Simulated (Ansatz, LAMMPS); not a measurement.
**Elastic constant C44 of diamond-structure Ge: levels of theory against measurement**

Reference value: 68 GPa (measured, low temperature, zero-point motion not removed; as tabulated in Tanner et al. (2021), arXiv:2110.11888).

| level (code) | value (GPa) | cell (Å³/atom) | difference (%) |
|---|---|---|---|
| SNAP Ge_Zuo_JPCA2020.quadratic.snap (LAMMPS) | 50.4 | 24.08 | -26 |
| LDA (Ansatz) | 62.2 | 22.21 | -8.5 |
| PBE (Ansatz) | 54.1 | 23.89 | -20 |
| r²SCAN+rVV10 (Ansatz) | 68.1 | 22.60 | +0.1 |

Once the reference is moved by up to 5.0 % (a margin picked here for doubts on the reference and the settings, and for temperature and zero-point motion) and values within 1.7 % count as equal, the nearest can be r²SCAN+rVV10 (+0.1 %) or LDA (-8.5 %). Farthest off among them: SNAP Ge_Zuo_JPCA2020.quadratic.snap (-26 %).

The measured value isn't corrected to a static lattice, so vibrations enter the comparison.  LDA, PBE: the solid has no gap at this level, which affects its response. Each level is taken at its own relaxed cell. Cutoffs and k meshes differ between the levels. Ansatz's density-functional and Hartree–Fock values are scalar-relativistic unless marked +SOC, with PAW data made under PBE.

Machine-learned potentials (SNAP Ge_Zuo_JPCA2020.quadratic.snap) are trained on DFT data: a solid inside that data is no test of them.

Differences are worked out from the printed values.

Ansatz is a program for electronic structure.
